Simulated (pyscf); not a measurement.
Single points on ωB97X-D3(BJ)/def2-SVP structures (PySCF, gas phase).

Question: Estimate the classical barrier height and the reaction energy of `[OH][Zn][OH]` + `[SH2]` → `[OH2]` + `[OH][Zn][SH]` at ωB97M-D3(BJ)/def2-TZVP. The step runs on the singlet surface, breaks O–Zn, H–S and forms H–O, S–Zn; take the separated reactants as zero.

Answer: ΔE‡ = -0.12 eV, ΔE = -0.61 eV. Zero-point energy shifts the barrier by +0.03 eV. It is a four-centre exchange, with an imaginary mode of 576i cm⁻¹. On the reactant side the descent ends in an adduct with a S–Zn contact, 0.45 eV under the separated species and 0.22 eV under the saddle at ωB97X-D3(BJ)/def2-TZVP. On the product side the descent ends in an adduct with a O–Zn contact (not fully relaxed), 0.67 eV under the separated species and 1.11 eV under the saddle at ωB97X-D3(BJ)/def2-TZVP. At ωB97M-D3(BJ) the saddle lies under the separated reactants, which points to a path from their complex (located at ωB97X-D3(BJ) alone). What is counted as formed (S–Zn) is already present as a longer contact in the reactant adduct; forming that adduct is a step of its own. What is counted as broken (O–Zn) persists as a longer contact in the product adduct; parting that adduct is a step of its own. At ωB97X-D3(BJ)/def2-TZVP the barrier from the zero used here is -0.23 eV. One saddle was located; it need not be the lowest between these sides. Elements up to Kr have no core potential and no relativistic terms here.
